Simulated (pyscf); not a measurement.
This saddle point was located with ωB97X-D3(BJ)/def2-SVP in PySCF.

```
Ti
H 1 1.7353
Si 2 1.7040 1 121.53
H 3 1.4825 2 88.29 1 143.36
H 3 1.4904 4 110.61 2 162.11
H 3 1.4951 4 113.21 2 -82.49
Cl 1 2.1505 2 110.67 3 51.08
Cl 1 2.1641 2 132.81 3 -112.77
Cl 1 2.1729 2 77.96 3 151.87
Cl 3 2.3669 4 103.31 2 71.92
```
Charge 0, spin multiplicity 1.

Surface: singlet, charge 0. Lowest wavenumbers (cm⁻¹): 313i, 40, 70, 98, 135.

Name the species on either side of this saddle.

`[Cl][Ti]([Cl])([Cl])[Cl]` + `[SiH4]` <-> `[SiH3][Cl]` + `[Cl][TiH]([Cl])[Cl]`, a four-centre exchange read from left to right: Cl–Ti, H–Si broken and Cl–Si, H–Ti formed. At ωB97M-D3(BJ)/def2-TZVP it lies +30.2 kcal/mol from the left side and +12.4 kcal/mol from the right (each side as separated species at their lowest minima found). On the product side the descent ends in an adduct with a Cl–Ti contact, 5.7 kcal/mol under the separated species and 10.3 kcal/mol under the saddle at ωB97X-D3(BJ)/def2-TZVP. What is counted as broken (Cl–Ti) persists as a longer contact in the product adduct; parting that adduct is a step of its own. At ωB97X-D3(BJ)/def2-TZVP the barrier from the zero used here is 25.3 kcal/mol. This is the saddle that the search found; another between the same sides may lie lower.
